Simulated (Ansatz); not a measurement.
# C2H3N3: vertical ionisation energy

Aim: the vertical ionisation energy of C2H3N3, as cation minus neutral at the neutral's geometry, on several levels, and how well −ε(HOMO) stands in for it.

Computed with Ansatz 0.2.0, Gaussian basis. Level: unrestricted cation, the program's frozen cores in correlated methods.

The runs, in order: UKS PBE-D4/def2-TZVPP; UKS r2SCAN-D4/def2-TZVPP; UKS PBE0-D4/def2-TZVPP; UKS B3LYP-D4/def2-TZVPP; UKS wB97X-V/def2-TZVPP; UKS wB97M-V/def2-TZVPP; UKS B2PLYP/def2-TZVPP; UHF-CCSD(T)/def2-TZVPP; UHF-MP2/def2-QZVPP; extrapolation to the limit; then −ε(HOMO) from the neutral's earlier runs with LDA (SPW92), PBE-D4, revPBE-D4, BLYP-D4, r2SCAN-D4, B97M-V, PBE0-D4, B3LYP-D4, r2SCANh-D4, r2SCAN0-D4, HSE06-D4, BHLYP-D4, CAM-B3LYP-D4, LC-ωPBE, ωB97X-V, ωB97M-V.

## Step 1: Structure used throughout

The geometry comes from an earlier relaxation with PBE0-D4 in a triple-zeta def2 set; it is a stationary point, not always the lowest conformer.

SMILES `c1nc[nH]n1`, 8 atoms, charge 0, spin multiplicity 1.

Atoms are counted from 1 here; the program's logs count them from 0.

Bond lengths: C1–N2 1.355 Å, C1–N5 1.316 Å, C1–H6 1.079 Å, N2–C3 1.313 Å, C3–N4 1.340 Å, C3–H7 1.080 Å, N4–N5 1.340 Å, N4–H8 1.005 Å. Angles: N2–C1–N5 115.0°, N2–C1–H6 123.3°, N5–C1–H6 121.6°, C1–N2–C3 102.7°, N2–C3–N4 109.8°, N2–C3–H7 126.7°, N4–C3–H7 123.5°, C3–N4–N5 110.5°, C3–N4–H8 129.4°, N5–N4–H8 120.1°, C1–N5–N4 102.0°.

## Step 2: Cation, UKS PBE-D4/def2-TZVPP

in.yaml reads:

```yaml
crystal:
  periodic: [false, false, false]
  atoms:
    - {symbol: C, position_ang: [-0.519380, 1.095951, -0.171611]}
    - {symbol: N, position_ang: [0.777508, 0.948371, 0.192102]}
    - {symbol: C, position_ang: [0.913910, -0.355966, 0.249802]}
    - {symbol: N, position_ang: [-0.246954, -0.947542, -0.064806]}
    - {symbol: N, position_ang: [-1.182280, -0.028464, -0.339426]}
    - {symbol: H, position_ang: [-0.988796, 2.056853, -0.316963]}
    - {symbol: H, position_ang: [1.810025, -0.900055, 0.507794]}
    - {symbol: H, position_ang: [-0.471832, -1.926347, -0.112692]}
basis:
  gaussian: {orbitals: def2-TZVPP}
total_charge: 1
magnetization: {spin_polarized: true, initial_magnetization: 1}
hamiltonian: {xc: pbe, dispersion: d4}
```

After this run come: Cation, UKS r2SCAN-D4/def2-TZVPP; Cation, UKS PBE0-D4/def2-TZVPP; Cation, UKS B3LYP-D4/def2-TZVPP; Cation, UKS wB97X-V/def2-TZVPP; Cation, UKS wB97M-V/def2-TZVPP; Cation, UKS B2PLYP (frozen core)/def2-TZVPP; Cation, UHF-CCSD(T)/def2-TZVPP; Cation, UHF-MP2/def2-QZVPP.

**Question.** What will the summary of the whole plan be? Wanted: ionisation energy, CCSD(T)/CBS; nearest functional by difference; nearest −ε(HOMO); −ε(HOMO) of PBE; T1 of the cation.

The runs gave:

```
                        quantity                value
  ionisation energy, CCSD(T)/CBS             10.46 eV
nearest functional by difference  B3LYP-D4 (-0.12 eV)
                nearest −ε(HOMO)   LC-ωPBE (+0.20 eV)
                 −ε(HOMO) of PBE              6.53 eV
                T1 of the cation                0.027
```

What this shows: By cation minus neutral, the functionals miss by 0.28 eV at most. −ε(HOMO) of PBE misses by 3.9 eV, since self-interaction lifts the level. Among orbital estimates LC-ωPBE comes nearest. Hartree-Fock falls 1.65 eV short, as the neutral has more correlation energy than the cation. The cation may have settled in a state other than its lowest; no search over hole states beyond the program's own was made.
